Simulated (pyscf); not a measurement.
This saddle point was located with ωB97X-D3(BJ)/def2-SVP in PySCF.

```
Nb
O 1 1.8192
H 2 0.9631 1 154.17
F 1 1.8388 2 105.10 3 178.72
F 1 1.8639 2 97.48 3 84.14
F 1 1.8642 2 97.63 3 -86.51
F 1 2.1158 2 90.81 3 -1.19
H 7 1.1736 1 78.20 2 179.93
F 8 1.1442 7 140.95 1 0.01
```

Surface: singlet, charge 0. Lowest wavenumbers (cm⁻¹): 492i, 66, 140, 171, 173.

**Question.** What reaction is this the transition state of?

**Answer.** HO–Nb(F)(F)(F)–F + hydrogen fluoride (HF) ⇌ HO–Nb(F)(F)(F)–F + hydrogen fluoride (HF), a four-centre exchange read from left to right: F–Nb, F–H broken and F–Nb, F–H formed. At ωB97M-D3(BJ)/def2-TZVP it lies -2.3 kcal/mol from the left side and -2.3 kcal/mol from the right (each side as separated species at their lowest minima found). On the reactant side the descent ends in an adduct with a F–Nb contact, 11.2 kcal/mol under the separated species and 8.3 kcal/mol under the saddle at ωB97X-D3(BJ)/def2-TZVP. On the product side the descent ends in an adduct with a F–Nb contact, 10.3 kcal/mol under the separated species and 7.3 kcal/mol under the saddle at ωB97X-D3(BJ)/def2-TZVP. At ωB97M-D3(BJ) the saddle lies under the separated reactants, which points to a path from their complex (located at ωB97X-D3(BJ) alone). At ωB97M-D3(BJ) the saddle lies under the separated products, which points to a path from their complex (located at ωB97X-D3(BJ) alone). What is counted as formed (F–Nb) is already present as a longer contact in the reactant adduct; forming that adduct is a step of its own. What is counted as broken (F–Nb) persists as a longer contact in the product adduct; parting that adduct is a step of its own. One saddle was located; it need not be the lowest between these sides. Elements past Kr carry the def2 core potentials, without spin-orbit coupling.
